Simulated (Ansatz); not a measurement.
# AlClHO radical: up Jacob's ladder to CCSD(T)

The task here is to estimate one member of a computed series from the others.

Method: functionals in def2-TZVPP, the program's frozen cores in correlated methods; program: Ansatz 0.2.0, Gaussian basis.

The runs, in order: LDA (SPW92), PBE-D4, revPBE-D4, BLYP-D4, r2SCAN-D4, B97M-V, PBE0-D4, B3LYP-D4, r2SCANh-D4, r2SCAN0-D4, HSE06-D4, BHLYP-D4, CAM-B3LYP-D4, LC-ωPBE, ωB97X-V, ωB97M-V, B2PLYP, PBE-QIDH; CCSD(T)/def2-SVP; CCSD(T)/def2-TZVPP; MP2/def2-QZVPP; extrapolation to the limit; RPA on PBE.

## Structure used throughout

The geometry comes from an earlier relaxation with PBE0-D4 in a triple-zeta def2 set; it is a stationary point.

SMILES `[O][AlH][Cl]`, 4 atoms, charge 0, spin multiplicity 2.

Atoms are counted from 1 here; the program's logs count them from 0.

Bond lengths: O1–Al2 1.729 Å, Al2–Cl3 2.081 Å, Al2–H4 1.566 Å. Angles: O1–Al2–Cl3 116.2°, O1–Al2–H4 118.8°, Cl3–Al2–H4 125.0°.

The first run:

Input file in.yaml:

```yaml
crystal:
  periodic: [false, false, false]
  atoms:
    - {symbol: O, position_ang: [0.290638, -1.035926, 1.350607]}
    - {symbol: Al, position_ang: [0.118421, 0.049009, 0.015597]}
    - {symbol: Cl, position_ang: [-1.573206, -0.210557, -1.168755]}
    - {symbol: H, position_ang: [1.219745, 1.137275, -0.217849]}
basis:
  gaussian: {orbitals: def2-TZVPP}
magnetization: {spin_polarized: true, initial_magnetization: 1}
hamiltonian: {xc: lda}
output: {orbitals: {seedname: orbitals}}
```

Steps of the session up to this table: LDA; PBE-D4 (GGA); revPBE-D4 (GGA); BLYP-D4 (GGA); r2SCAN-D4 (meta-GGA); B97M-V (meta-GGA); PBE0-D4 (hybrid); B3LYP-D4 (hybrid); r2SCANh-D4 (hybrid); r2SCAN0-D4 (hybrid); HSE06-D4 (hybrid); BHLYP-D4 (hybrid); CAM-B3LYP-D4 (range-separated); LC-ωPBE-D4 (range-separated; the results give it without D4); ωB97X-V (range-separated); ωB97M-V (range-separated); B2PLYP (double hybrid); PBE-QIDH (double hybrid).

One table of the session follows, with a row left open; its other results are not shown here.

It belongs to the step «Frontier levels by functional». 

| functional | HOMO (eV) | LUMO (eV) | gap (eV) |
| --- | --- | --- | --- |
| LDA (SPW92) | ? | ? | ? |
| PBE-D4 | -7.57 | -6.50 | 1.07 |
| revPBE-D4 | -7.52 | -6.33 | 1.19 |
| BLYP-D4 | -7.47 | -6.47 | 1.00 |
| r2SCAN-D4 | -8.01 | -5.73 | 2.29 |
| B97M-V | -8.10 | -5.65 | 2.45 |
| PBE0-D4 | -9.30 | -4.60 | 4.70 |
| B3LYP-D4 | -9.03 | -5.20 | 3.83 |
| r2SCANh-D4 | -8.64 | -5.05 | 3.59 |
| r2SCAN0-D4 | -9.58 | -4.05 | 5.53 |
| HSE06-D4 | -8.89 | -5.01 | 3.88 |
| BHLYP-D4 | -10.67 | -2.82 | 7.85 |
| CAM-B3LYP-D4 | -10.77 | -3.51 | 7.26 |
| LC-ωPBE | -12.19 | -2.00 | 10.20 |
| ωB97X-V | -11.80 | -2.36 | 9.45 |
| ωB97M-V | -11.62 | -2.39 | 9.24 |

Q: Estimate the row for LDA (SPW92) from the others.

**Answer.** HOMO (eV): -7.61; LUMO (eV): -7.14; gap (eV): 0.47. In the column «HOMO (eV)» it lies between r2SCAN-D4 (-8.01) and PBE-D4 (-7.57).
